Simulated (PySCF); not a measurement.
## LiCl₂⁻: bending curve

Level of theory: PBE0 in PySCF with Li def2-TZVPD, Cl def2-TZVPD; no relativity; density-fitted integrals.

Rigid scan from the singlet minimum (Li–Cl 2.155 Å (×2); Cl–Li–Cl 180.0°). Coordinate: the Cl–Li–Cl angle, bonds fixed. Energies in kJ/mol from the minimum.

```tsv
bond angle (°)	E (kJ/mol)	dipole size (D, about the centre of mass)
80	189.7	4.77
90	129.6	4.37
100	92.0	3.95
110	65.7	3.51
120	46.1	3.05
130	31.0	2.58
140	19.3	2.08
150	10.7	1.58
160	4.7	1.06
170	1.1	0.53
180	0.0	0.00
```

The scan took 11 s on 2 threads of a shared Arm Neoverse V1 host; the process peaked at 0.92 GiB.
